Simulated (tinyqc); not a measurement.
Inside a calculation. Method: extended Hueckel theory, for NH3. One step of it, computed by the program tinyqc.

Question. Wolfsberg-Helmholz matrix. H_ij = K' S_ij (H_ii + H_jj)/2 for i != j (the diagonal keeps H_ii), with K' = 1.5.

overlap S, lower triangle:
```
,1N 2s,1N 2px,1N 2py,1N 2pz,2H 1s,3H 1s,4H 1s
1N 2s,1.000000
1N 2px,0.000000,1.000000
1N 2py,0.000000,0.000000,1.000000
1N 2pz,0.000000,0.000000,0.000000,1.000000
2H 1s,0.477132,0.398838,0.000000,-0.186268,1.000000
3H 1s,0.477027,-0.199573,0.345266,-0.186211,0.197108,1.000000
4H 1s,0.477027,-0.199573,-0.345266,-0.186211,0.197108,0.197277,1.000000
```

diagonal H_ii (eV): 1N 2s -26.000000, 1N 2px -13.400000, 1N 2py -13.400000, 1N 2pz -13.400000, 2H 1s -13.600000, 3H 1s -13.600000, 4H 1s -13.600000

K = 1.500000

Give: H.

Answer.

H (eV), lower triangle:
```
,1N 2s,1N 2px,1N 2py,1N 2pz,2H 1s,3H 1s,4H 1s
1N 2s,-26.0000
1N 2px,0.0000,-13.4000
1N 2py,0.0000,0.0000,-13.4000
1N 2pz,0.0000,0.0000,0.0000,-13.4000
2H 1s,-14.1708,-8.0765,0.0000,3.7719,-13.6000
3H 1s,-14.1677,4.0414,-6.9916,3.7708,-4.0210,-13.6000
4H 1s,-14.1677,4.0414,6.9916,3.7708,-4.0210,-4.0245,-13.6000
```
